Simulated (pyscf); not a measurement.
7 gas-phase steps of one pattern: 1,1-elimination on the singlet surface, Cl–Si + H–Si or Cl–Sn + H–Sn or F–Ge + Ge–H or F–Sn + H–Sn broken and Cl–H or F–H formed. Structures and frequencies: ωB97X-D3(BJ)/def2-SVP in PySCF. MP2 and CC: frozen core, UHF for open shells. ΔMP2 is the change of the MP2 total energy from the triple- to the quadruple-zeta basis. Electronic energies in kcal/mol, from the reactant's lowest minimum found; ΔE‡ and ΔE at CCSD(T)/def2-TZVPP + ΔMP2(QZVPP). Rows were drawn at random from the steps of this pattern with a verified saddle, stable references and no exit in the data more than 5 kcal/mol lower.

```csv
row,step,ΔE,ΔE‡
1,F–SnH(F)–Cl → F–Sn:–F [singlet] + HCl,+6.4,46.2
2,HO–SnH(OH)–Cl → HO–Sn:–OH [singlet] + HCl,+12.8,45.0
3,F–GeH(F)–F → HF + F–Ge:–F [singlet],+24.3,61.7
4,F–SnH₃ → SnH₂ [singlet] + HF,+31.0,53.4
5,F–GeH₃ → GeH₂ [singlet] + HF,+52.7,?
6,H₂N–SiH(Cl)–Cl → H₂N–Si:–Cl [singlet] + HCl,+53.3,69.6
7,Cl–SiH₂–Cl → HCl + :HSi–Cl [singlet],+68.9,75.0
```

Question: From a straight line through the complete rows, estimate the missing barrier and say how far the line can be trusted.

Answer: Over the 6 complete rows the means are +32.8 (ΔE) and 58.5 (ΔE‡); least squares gives b = 0.48 and a = 42.7 kcal/mol, with residuals of 3.8 kcal/mol (root mean square; largest 7.3, row 3). For row 5: 42.7 + 0.48 × (+52.7) = 68.0 kcal/mol. The computed barrier is 66.9 kcal/mol, 1.1 under the line. The line follows the complete rows closely. Each barrier is that of the saddle found. The CCSD(T) − MP2 part came from Ansatz, without density fitting, on the same reference. The frozen core leaves the outer d or s,p core shells of the metals and heavy elements correlated in the MP2 and CC values, and def2-TZVPP describes them poorly, which can shift differences by a few kcal/mol. Elements up to Kr have no core potential and no relativistic terms here. Elements past Kr carry the def2 core potentials, without spin-orbit coupling.
